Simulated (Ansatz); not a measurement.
Consider the formal loss of a carbene: `FCCCF` → `FCCF` + `[CH2]` (triplet).

Gas-phase electronic energies from Ansatz, PBE0-D4/def2-TZVP geometries. CBS: MP2 limit from def2 TZ/QZ plus the TZ coupled-cluster correction, frozen cores. This one scheme is used for every species. Functionals use def2-TZVPP. Triplets are unrestricted, without spin–orbit coupling. One conformer a species, not always the lowest.

| species | PBE energy (Eh) |
| --- | --- |
| `FCCCF` | -317.38862 |
| `FCCF` | -278.11440 |
| `[CH2]` (triplet) | -39.10530 |

(1) Work out ΔE.

Largest T1 diagnostic among the species: 0.011.

Results:

(1) ΔE = (-278.11440) + (-39.10530) − (-317.38862) = 0.16892 Eh = +443.5 kJ/mol. CCSD(T)/CBS gives +446.5 kJ/mol.

At CCSD(T), def2-SVP lies −12.1 kJ/mol from the extrapolated value and def2-TZVPP −11.1 kJ/mol. The D4 term adds +9.4 kJ/mol with B3LYP and +5.0 kJ/mol with PBE0; it sums over pairs of atoms, weighted by their polarisabilities, and B3LYP, whose exchange is more repulsive, gets the larger term. Leaving LDA and LC-ωPBE aside and taking each functional with its dispersion term where it has one, the values, not all of them listed here, spread over 38.0 kJ/mol, from r2SCAN0-D4 to ωB97X-V. LDA lies +75.1 kJ/mol from PBE without D4.

B3LYP here is the variant with VWN-RPA as its local correlation; programs differ in this.
